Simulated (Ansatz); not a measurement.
Basis-set extrapolation for C₅H₁₀O (`CCCC(C)=O`) (PBE0-D4/def2-TZVP geometry, frozen core, the Gaussian-basis code of Ansatz). Multiplicity 1, RHF reference.

```tsv
	def2-TZVPP	def2-QZVPP
HF	-270.136123	-270.148774
MP2 correlation	-1.087810	-1.160038
CCSD(T) correlation	-1.184980	not run
```

Energies in hartree. Use E(X) = E(∞) + A·exp(−7.88·√X) for Hartree–Fock and E(X) = E(∞) + B·X^(−2.97) for correlation, with X = 3 and 4, and add CCSD(T) minus MP2 of the smaller set to the MP2 limit.

Question: What is the CCSD(T) energy at the basis-set limit?

Answer: HF limit: -270.148774 + (-0.012651) × 0.13774 = -270.15052. MP2 limit: -1.160038 + (-0.072228) × 0.74074 = -1.21354. Higher-order term: -1.184980 − (-1.087810) = -0.09717. Total: -271.46123 hartree, 367.9 kJ/mol below CCSD(T)/def2-TZVPP.
